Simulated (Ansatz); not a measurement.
A made-up structure of SiNH₂ (charge +1), closed shell:

```xyz
4
angstrom
N 0.3042 -0.5759 0.5700
Si -0.2229 0.4215 -0.4162
H 0.0363 0.1494 0.9532
H -0.7372 1.3974 -1.3894
```

It is relaxed with PBE-D4/def2-SVP and then PBE0-D4/def2-TZVP (Ansatz 0.2.0). Atoms count as bonded within 1.22 times the sum of their covalent radii (H–H: 0.88 Å). The end point is not checked to be a true minimum.

Task: Does its bonding change? (A judgement: the text doesn't fix the answer.)

Result: Computed: Yes. Formed: none; broken: Si2–H3.

Where it ends: The first stage lowers the energy by 3.83 eV in 11 steps. It ends as SiNH₂ ([NH][SiH]), total charge +1:
N1  (0.091, -0.053, 0.656)
Si2  (-0.335, 0.643, -0.601)
H3  (0.374, -0.510, 1.506)
H4  (-0.749, 1.312, -1.844)
(Å)

Labels in which every atom is bracketed show which atoms are joined, not bond orders.

For scale, one of the runs: PBE0-D4/def2-TZVP relaxation, 80 basis functions, launched by `ansatz run in.yaml --threads 2 --pin off --events-out ev --progress --plain --max-ram 4352MiB`. The run took about 6.5 s on 2 CPU threads of an Arm Neoverse V1 (shared host).
